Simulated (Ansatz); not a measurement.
## Isomers

Structures of CHOSi, doublet, relaxed at PBE0-D4/def2-TZVP (vibrations not checked; lower isomers may exist, and structures with a doubtful reference or unclear bonds are left out). Ansatz 0.2.0; basis: def2-TZVPP; cores frozen in the correlated methods; orbitals are unrestricted. B3LYP uses VWN-RPA correlation.

Rank them by CCSD(T) energy, lowest first, and give each one's height above the lowest. Links in brackets join atoms within 1.22 times the sum of their covalent radii (1.1 for two metals). (Judge from chemistry; the value comes from the calculation.)
A.
CHOSi ([CH]1[O][Si]1)
```
4
angstrom
C -0.1815 0.1212 -0.2262
Si 0.0743 -1.0115 1.0805
O 1.0116 -0.4384 -0.4171
H -0.5681 0.8661 -0.9141
```
B.
CHOSi ([O][C][SiH])
```
4
angstrom
O -0.0719 -0.1402 1.7833
C -0.2001 -0.0074 0.6549
Si -0.5977 0.2517 -1.1206
H 0.8696 -0.1042 -1.3176
```
C.
a complex of SiH + CO
```
4
angstrom
O 0.1193 -0.1713 0.9276
C 0.1212 -0.5677 1.9828
Si 0.3221 0.9613 -1.2585
H -0.5626 -0.2223 -1.6518
```

By the calculation: B (0.0 kJ/mol), A (68.6 kJ/mol), C (112.9 kJ/mol). Heights count from the lowest.

Do PBE-D4, r2SCAN-D4, PBE0-D4, B3LYP-D4, wB97M-V, HF, MP2 give the same order? (A judgement: the text doesn't fix the answer.)

By the calculation: Lowest first: HF B < C < A. The others agree with CCSD(T).

No T1 diagnostic of these runs exceeds 0.026. ⟨S²⟩ of the unrestricted Hartree–Fock references: 0.77 to 0.79 (a pure state has 0.75).

For scale, one of the runs: CCSD(T)/def2-TZVPP, 118 basis functions, launched by `ansatz run in.yaml --threads 2 --pin off --events-out ev --progress --plain --max-ram 4352MiB`. Hardware: 2 CPU threads of an Arm Neoverse V2, shared host. Wall time 20 s; peak host memory 0.99 GiB.
